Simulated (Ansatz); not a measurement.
Correlation energies of `C1=C[C@H]2C[C@H]2C1` by basis set

Cartesian coordinates in Å:
```
C -0.935 0.314 -1.154
C -1.410 -0.280 -0.062
C -0.419 -0.276 1.041
C 0.846 -1.039 0.746
C 0.792 0.430 0.472
C 0.440 0.884 -0.933
H -1.451 0.374 -2.105
H -2.383 -0.752 0.019
H -0.734 -0.155 2.070
H 0.826 -1.727 -0.092
H 1.448 -1.358 1.588
H 1.391 1.080 1.098
H 1.159 0.527 -1.679
H 0.430 1.978 -1.010
```

Total charge 0; spin multiplicity 1. Geometry: relaxed with PBE0-D4/def2-TZVP. Frozen core, restricted reference, the Gaussian-basis code of Ansatz. CBS rows extrapolate triple and quadruple zeta; past MP2 they add the triple-zeta difference.

```csv
basis,HF (Eh),MP2 corr.,CCSD corr.,(T),CCSD(T) total
def2-SVP,-231.64362,-0.81046,-0.86463,-0.03225,-232.54050
def2-TZVPP,-231.89398,-0.98311,?,-0.04805,?
def2-QZVPP,?,?,–,–,–
CBS(def2),?,-1.08927,-1.12884,as TZ,?
```

(1) Fill in the withheld values. (Estimate.)

Results:

(1) Ansatz gave: def2-TZVPP CCSD corr.: -1.02267; def2-TZVPP CCSD(T) total: -232.96470; def2-QZVPP HF (Eh): -231.90411; def2-QZVPP MP2 corr.: -1.04410; CBS(def2) HF (Eh): -231.90551; CBS(def2) CCSD(T) total: -233.08240.
